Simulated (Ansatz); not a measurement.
# CH6AlSi radical: a ladder of functionals and wavefunction methods

The task here is to estimate one member of a computed series from the others.

The runs use Ansatz 0.2.0, Gaussian basis; functionals in def2-TZVPP, the program's frozen cores in correlated methods.

The runs, in order: LDA (SPW92), PBE-D4, revPBE-D4, BLYP-D4, r2SCAN-D4, B97M-V, PBE0-D4, B3LYP-D4, r2SCANh-D4, r2SCAN0-D4, HSE06-D4, BHLYP-D4, CAM-B3LYP-D4, LC-ωPBE, ωB97X-V, ωB97M-V, B2PLYP, PBE-QIDH; CCSD(T)/def2-SVP; CCSD(T)/def2-TZVPP; CCSD(T)/def2-QZVPP; extrapolation to the limit; RPA on PBE.

### The geometry

An earlier PBE0-D4 in a triple-zeta def2 set relaxation fixed the geometry.

SMILES `[CH3][Al][SiH3]`, 9 atoms, charge 0, spin multiplicity 2.

Atoms are counted from 1 here; the program's logs count them from 0.

Bond lengths: C1–Al2 1.969 Å, C1–H4 1.094 Å, C1–H5 1.095 Å, C1–H6 1.095 Å, Al2–Si3 2.485 Å, Si3–H7 1.493 Å, Si3–H8 1.494 Å, Si3–H9 1.492 Å. Angles: Al2–C1–H4 112.2°, Al2–C1–H5 110.7°, Al2–C1–H6 110.5°, H4–C1–H5 108.4°, H4–C1–H6 108.3°, H5–C1–H6 106.6°, C1–Al2–Si3 121.4°, Al2–Si3–H7 109.8°, Al2–Si3–H8 115.5°, Al2–Si3–H9 109.9°, H7–Si3–H8 107.3°, H7–Si3–H9 106.8°, H8–Si3–H9 107.3°.

Geometry (Å):

```xyz
9

C    -0.8733    1.3192   -1.1649
Al    0.6302    0.9453    0.0500
Si    0.8927   -1.2732    1.1377
H    -1.5241    0.4501   -1.2956
H    -0.5081    1.6275   -2.1499
H    -1.4789    2.1474   -0.7826
H     2.2068   -1.8703    0.7576
H    -0.1627   -2.2787    0.8091
H     0.9058   -1.1135    2.6216
```

Set-up of the first run:

The input, in.yaml:

```yaml
crystal:
  periodic: [false, false, false]
  atoms:
    - {symbol: C, position_ang: [-0.873300, 1.319152, -1.164922]}
    - {symbol: Al, position_ang: [0.630214, 0.945270, 0.050011]}
    - {symbol: Si, position_ang: [0.892743, -1.273181, 1.137719]}
    - {symbol: H, position_ang: [-1.524055, 0.450068, -1.295566]}
    - {symbol: H, position_ang: [-0.508084, 1.627486, -2.149866]}
    - {symbol: H, position_ang: [-1.478921, 2.147445, -0.782556]}
    - {symbol: H, position_ang: [2.206783, -1.870282, 0.757559]}
    - {symbol: H, position_ang: [-0.162687, -2.278702, 0.809058]}
    - {symbol: H, position_ang: [0.905806, -1.113455, 2.621563]}
basis:
  gaussian: {orbitals: def2-TZVPP}
magnetization: {spin_polarized: true, initial_magnetization: 1}
hamiltonian: {xc: lda}
output: {orbitals: {seedname: orbitals}}
```

Launch:

```console
> ansatz run in.yaml --threads 2 --pin off --events-out ev --progress --plain --max-ram 32768MiB --backend cpu
```

Among the steps run: LDA; PBE-D4 (GGA); revPBE-D4 (GGA); BLYP-D4 (GGA); r2SCAN-D4 (meta-GGA); B97M-V (meta-GGA); B3LYP-D4 (hybrid); r2SCANh-D4 (hybrid); r2SCAN0-D4 (hybrid); HSE06-D4 (hybrid); BHLYP-D4 (hybrid); CAM-B3LYP-D4 (range-separated); LC-ωPBE (range-separated); ωB97X-V (range-separated); ωB97M-V (range-separated); B2PLYP (double hybrid); PBE-QIDH (double hybrid).

One of the session's tables, all rows but one given; the rest of the session is left out.

It belongs to the step «Orbital energies across the functionals». 

| functional | HOMO (eV) | LUMO (eV) | gap (eV) |
| --- | --- | --- | --- |
| LDA (SPW92) | ? | ? | ? |
| PBE-D4 | -4.25 | -2.88 | 1.38 |
| revPBE-D4 | -4.24 | -2.75 | 1.49 |
| BLYP-D4 | -4.04 | -2.90 | 1.14 |
| r2SCAN-D4 | -4.52 | -2.56 | 1.95 |
| B97M-V | -4.21 | -3.18 | 1.02 |
| PBE0-D4 | -5.18 | -2.09 | 3.09 |
| B3LYP-D4 | -4.94 | -2.45 | 2.49 |
| r2SCANh-D4 | -4.86 | -2.29 | 2.57 |
| r2SCAN0-D4 | -5.37 | -1.89 | 3.48 |
| HSE06-D4 | -4.79 | -2.46 | 2.33 |
| BHLYP-D4 | -5.93 | -1.44 | 4.49 |
| CAM-B3LYP-D4 | -6.28 | -1.31 | 4.97 |
| LC-ωPBE | -7.61 | -0.01 | 7.60 |
| ωB97X-V | -7.15 | -0.47 | 6.68 |
| ωB97M-V | -6.75 | -0.65 | 6.10 |

Estimate the missing values for LDA (SPW92).

The run gave: HOMO (eV): -4.22; LUMO (eV): -3.22; gap (eV): 1.00. In the column «HOMO (eV)» it lies between revPBE-D4 (-4.24) and B97M-V (-4.21).
